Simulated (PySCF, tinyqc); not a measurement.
RHF in the sto-6g basis, for HF, spin multiplicity 1, step by step. The lowest restricted solution is unstable here: a spin-polarised one lies 0.0228 hartree lower (PySCF). One step of it, computed by the program tinyqc.

Question. Orthogonalisation. S = U s U^T; symmetric (Loewdin) form X = U s^(-1/2) U^T, so that X^T S X = 1.

overlap S:
```
           1F 1s     1F 2s    1F 2px    1F 2py    1F 2pz     2H 1s
1F 1s   1.000000  0.232479  0.000000  0.000000  0.000000  0.017896
1F 2s   0.232479  1.000000  0.000000  0.000000  0.000000  0.214037
1F 2px  0.000000  0.000000  1.000000  0.000000  0.000000  0.000000
1F 2py  0.000000  0.000000  0.000000  1.000000  0.000000  0.000000
1F 2pz  0.000000  0.000000  0.000000  0.000000  1.000000  0.190961
2H 1s   0.017896  0.214037  0.000000  0.000000  0.190961  1.000000
```

Give: eigenvalues of S; X.

Answer.

eigenvalues of S: 0.6622  0.8629  1.0000  1.0000  1.1199  1.3550

X:
```
          1F 1s    1F 2s  1F 2px  1F 2py   1F 2pz    2H 1s
1F 1s    1.0214  -0.1225  0.0000  0.0000  -0.0019   0.0109
1F 2s   -0.1225   1.0403  0.0000  0.0000   0.0167  -0.1153
1F 2px   0.0000   0.0000  1.0000  0.0000   0.0000   0.0000
1F 2py   0.0000   0.0000  0.0000  1.0000   0.0000   0.0000
1F 2pz  -0.0019   0.0167  0.0000  0.0000   1.0146  -0.1008
2H 1s    0.0109  -0.1153  0.0000  0.0000  -0.1008   1.0331
```
